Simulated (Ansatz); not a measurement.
**SiCl, quartet: the ladder up to UCCSDT(Q)**

Geometry: that of the SiCl, doublet, kept fixed. The doublet lies 2.9 eV lower here.

```xyz
2

Si    0.0000    0.0000    0.0000
Cl    0.0000    0.0000    2.0671
```

Basis cc-pVDZ; Ansatz 0.2.0. Correlated methods freeze the noble-gas cores, which leaves 11 electrons in 26 orbitals. Prefix R: restricted or restricted open-shell reference; prefix U: unrestricted. Active spaces: valence = (11e, 8o) chosen from the atoms' valence shells.

Full CI isn't at hand for all of this; UCCSDT(Q) serves as the reference, and is uncertain by the last step of the cluster series or more. The frozen core follows each run's orbitals, which can shift R against U totals by a few meV.

For open shells CISD is restricted-active-space CI with the open shells as a complete middle space.

The UHF ⟨S²⟩ is 3.754, the T1 diagnostic (RCCSD) is 0.0240 and the largest doubles amplitude (RCCSD) is 0.052. The T1 diagnostic (UCCSD) is 0.0205.

```
                   level  E − E(UCCSDT(Q)) (meV)  share of correlation (%)  wall time
                     RHF                    5400                      0.00          –
                     UHF                    5364                      0.68          –
                    RMP2                     730                     86.48          –
                    UMP2                     723                     86.60          –
                    CISD                     450                     91.67      3.8 s
                   RCCSD                     159                     97.06          –
                   UCCSD                     158                     97.08          –
                RCCSD(T)                      31                     99.43        2 s
                UCCSD(T)                      31                     99.43      1.7 s
                 BCCD(T)                      32                     99.40      1.5 s
                  RCCSDT                      12                     99.77          –
                  UCCSDT                      12                     99.78          –
               RCCSDT(Q)                       1                     99.97      8.5 s
  CASSCF (valence space)                    4954                      8.27          –
  NEVPT2 (valence space)                    1110                     79.44      1.2 s
  MRCISD (valence space)                     394                     92.70          –
MRCISD+Q (valence space)                      50                     99.08        2 s
```

The correlation energy at UCCSDT(Q), counted from RHF, is -5.400 eV. That run took 7 s on 1 thread of Arm Neoverse V1, shared host.

Times hold each run's SCF and search for its determinant on a shared host, so for small cases they say little of a method's own cost; they ran on 1 thread of Arm Neoverse V1. Some runs computed forces too.

Natural occupations of CASSCF (valence space) about the gap: 1.997 1.980 1.002 1.002 1.002 0.020; effectively unpaired electrons, Σ n²(2−n)², 3.00.
